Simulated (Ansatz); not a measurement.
Ideal-gas functions of H2OSSi, SMILES `O[Si]S` at 500 K and 1 bar, from an Ansatz frequency run at PBE0-D4/def2-TZVP.

Molar mass 78.17 g/mol, point group Cs (symmetry number 1), electronic degeneracy 1, moments of inertia 24.765, 116.883, 141.648 u Å². Harmonic wavenumbers (cm⁻¹, unscaled): 262, 264, 447, 465, 612, 773, 893, 2682, 3871.

Use S(trans) = R[1.5 ln M + 2.5 ln T − 1.1517]; rotational temperatures θ = 24.2544 K / I; S(rot) = R[ln(√π/σ · √(T³/θAθBθC)) + 1.5]; for each mode x = 1.438777 ν̃/T, S = R[x/(eˣ − 1) − ln(1 − e⁻ˣ)] and H = RT x/(eˣ − 1); 1 cm⁻¹ = 0.0119627 kJ/mol; R = 8.31446 J/(mol·K).

**Question.** By hand: the entropy, in J/(mol·K).

**Answer.** Translation 174.0. Rotation: θ = 0.9794, 0.2075, 0.1712 K, giving 108.7. Vibration, mode by mode: 10.86, 10.80, 6.77, 6.49, 4.61, 3.19, 2.43, 0.03, 0.00, in all 45.2. Electronic 0.0. Sum 327.9 J/(mol·K).

**Question.** By hand: H − E and G − E in kJ/mol, counted from the electronic energy.

**Answer.** Zero-point energy ½ × 10269 × 0.0119627 = 61.4; thermal vibration 13.1; translation, rotation and pV give 4 RT = 16.6. H − E = 91.1 kJ/mol, and G − E = 91.1 − 500 × 327.9/1000 = -72.8 kJ/mol.

Vibration gives 14 % of the entropy. The sum counts one conformer and one mirror image; others add a mixing term.
